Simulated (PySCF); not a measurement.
# C3H9N (Methylaminoethane): the cost of one run

Programs: PySCF 2.14.0, with density-fitted response routines of our own. Each step states its level of theory. These are calculated values for one molecule, in the gas phase or a continuum, unless marked as measured. Atoms are numbered from 0 throughout.

**1. The molecule as given**

13 atoms, charge 0, multiplicity 1; geometry from: GFN2-xTB. The atoms were then displaced at random by about 0.01 Å, so the start is not that level's minimum.

Bonds of the start (Å): C0–C1 1.49, C1–N2 1.44, N2–C3 1.49, C0–H4 1.12, C0–H5 1.08, C0–H6 1.09, C1–H7 1.10, C1–H8 1.07, N2–H9 1.03, C3–H10 1.06, C3–H11 1.08, C3–H12 1.07.

**2. Geometry optimisation at PBE0-D3(BJ)/def2-TZVP**

Job settings and geometry (Å):

```
{"job": {"xc": "PBE0", "basis": "def2-TZVP", "d3": "d3bj", "grid": 2, "shake": 0.01, "kind": "geom"}, "charge": 0, "multiplicity": 1}
C     -1.827700    -0.038480     0.249050
C     -0.457760    -0.453840    -0.177930
N      0.485570     0.607420     0.072450
C      1.896210     0.249010    -0.266920
H     -2.119150     0.898510    -0.281150
H     -2.578710    -0.778650    -0.001730
H     -1.874320     0.168190     1.317380
H     -0.168080    -1.384550     0.335930
H     -0.437680    -0.643450    -1.232900
H      0.457560     0.867090     1.072930
H      2.515570     1.074290    -0.014500
H      1.918520     0.062230    -1.330240
H      2.195790    -0.644650     0.247310
```

On the command line:

```sh
OMP_NUM_THREADS=1 python probes_run.py task.json out
```

The driver reads the jobs from task.json and runs them one after another.

Q: Estimate the wall time and peak memory of this first job on 1 thread of Arm Neoverse N1, shared host.

About 2 min, with a peak of 0.73 GiB.
